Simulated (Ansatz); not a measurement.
System: CCl$_{3}$ (charge 0, doublet). It need not be the lowest isomer of its formula. 
Geometry from a B3LYP-D3(BJ)/def2-TZVP (Ansatz, a quantum-chemistry and plane-wave program) optimisation:
```xyz
4

C     -0.0036     0.0008     0.2630
Cl    -0.0098     1.6900    -0.0363
Cl     1.4691    -0.8362    -0.0083
Cl    -1.4580    -0.8541    -0.0482
```
Charge 0, spin multiplicity 2.

Basis-set convergence of Hartree-Fock and CCSD correlation energies (hartree) with Ansatz. Cores are frozen in the correlated levels unless marked. UHF or UKS for open shells. Spin-orbit coupling is left out. No relativistic terms.

```tsv
basis	functions	E(HF)	E(corr, CCSD)
cc-pV(D+d)Z	83	-1416.32339	-0.57153
cc-pV(T+d)Z	147	[?]	[?]
```

Question: Fill in the missing entries.

Answer: 
- cc-pV(T+d)Z, E(HF): -1416.38127
- cc-pV(T+d)Z, E(corr, CCSD): -0.75158
